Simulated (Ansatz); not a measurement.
We consider bcc K, described by r²SCAN+rVV10 (plane waves, PAW; Ansatz, a program for electronic structure).

Input:

Ansatz 0.2 input:
```yaml
crystal:
  lattice:
    - [-2.6529544849, 2.6529544849, 2.6529544849]
    - [2.6529544849, -2.6529544849, 2.6529544849]
    - [2.6529544849, 2.6529544849, -2.6529544849]
  atoms:
    - { symbol: K, position: [0.0, 0.0, 0.0] }
basis:
  ecutwfc: 560
  ecutrho_ratio: 4
  xc_grid: 3
kpoints:
  mp_grid: { grid: [16, 16, 16] }
hamiltonian:
  xc: r2scan
  dispersion: rvv10
  pseudopotentials: { kind: paw }
scf:
  occupations: { method: fermi_dirac, width: 0.05 }
  convergence: { dr2_threshold: 0.0000000001 }
output:
  forces: false
  stress: true
  eigenvalues: true
```

Output (set-up and result lines):

```
Crystal: 1 atoms, lattice volume = 74.688 Å³
Basis set: ecut = 560 eV, 2243 PW (Γ), exchange–correlation on 108×108×108 points (27 copies of the dense FFT grid, shifted against one another)
Bands: 9, of which v1, the nominal top of the filled ones, is band 5 counted from 1 (4 counted from 0)
Symmetry: 48 space group operations
Space group: Im-3m (ITA 229), of the structure as read, at distance tolerance 4.2e-5 Å
k-points: 145 of 4096
Functional: x = r2scan, c = r2scan + rvv10(b = 11.95, C = 0.0093); τ floored in thin density (d = 2e-4 eV/Å³)
SCF iter   1: F=—  HF=-1541.726302 eV  |F-HF|=—  |Δ(HF+E_count)|=         —  Δρ=2.30e-3  dr2=1.62e-3  dr2_τ=1.54e-4
SCF iter   2: F=—  HF=-1541.726176 eV  |F-HF|=—  |Δ(HF+E_count)|=   1.27e-4  Δρ=1.16e-3  dr2=4.35e-4  dr2_τ=2.07e-5
  ...
SCF iter   7: F=—  HF=-1541.726727 eV  |F-HF|=—  |Δ(HF+E_count)|=   1.11e-9  Δρ=3.22e-7  dr2=1.24e-10  dr2_τ=2.63e-12
SCF iter   8: F=-1541.726727 eV  HF=-1541.726727 eV  |F-HF|=4.55e-12  |Δ(HF+E_count)|=  3.84e-10  Δρ=5.97e-8  dr2=3.17e-12  dr2_τ=1.65e-13
SCF 1 converged in 8 iterations: F = -1541.726727 eV  dr2 = 3.17e-12
SCF converged after 8 iterations
Free energy (F): -1541.726727 eV
Internal energy: -1541.720844 eV  (E = F + TS)
E sigma→0 (E₀):  -1541.723786 eV
Fermi energy:    1.730577 eV
--- Stress (GPa, compression-positive) ---
        0.000535       0.000000       0.000000
        0.000000       0.000535       0.000000
        0.000000      -0.000000       0.000535
  P = ⅓ Tr σ = 0.0005 GPa (0.005 kbar)
```

The PAW data were made under PBE.
